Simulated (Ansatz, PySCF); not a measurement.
This PySCF input computes a PBE0/def2-TZVPD energy:

```python
from pyscf import gto, scf, dft

mol = gto.M(
    atom='''
    C     0.01225366   -0.24478813   -1.08693639
    Cl   -0.00641773    0.12820516    0.56927130
    H     0.96940014   -0.33504208   -1.57184899
    H    -0.93382079   -0.37571690   -1.58414476
    ''',
    basis='def2-tzvpd',
    charge=0,
    spin=1,
    verbose=4,
)

mf = dft.UKS(mol, xc='pbe0').density_fit(auxbasis='def2-universal-jkfit')
mf.grids.level = 3
mf.conv_tol = 1e-9
mf.max_cycle = 100
mf.max_memory = 1500
mf.kernel()
if not mf.converged:
    mf = mf.newton()
    mf.kernel(mf.make_rdm1())
for _ in range(2):
    mo, _, stable, _ = mf.stability(return_status=True)
    if stable:
        break
    mf.kernel(mf.make_rdm1(mo, mf.mo_occ))
mf.analyze()
```

Task: Write an input for the same energy in Ansatz (a first-principles code) and say what it gives.

Result: 
Ansatz 0.2 input:
```yaml
crystal:
  periodic: [false, false, false]
  atoms:
    - {symbol: C, position_ang: [0.01225366, -0.24478813, -1.08693639]}
    - {symbol: Cl, position_ang: [-0.00641773, 0.12820516, 0.56927130]}
    - {symbol: H, position_ang: [0.96940014, -0.33504208, -1.57184899]}
    - {symbol: H, position_ang: [-0.93382079, -0.37571690, -1.58414476]}
basis:
  gaussian:
    orbitals: def2-TZVPD
hamiltonian:
  xc: {name: PBE0}
magnetization: {spin_polarized: true, initial_magnetization: 1}
output: {forces: true}
```
It gives -499.27163 Eh, and PySCF -499.27166 Eh, a difference of 0.03 mEh, from the treatment of integrals and grids.

It need not be the lowest isomer of its formula.
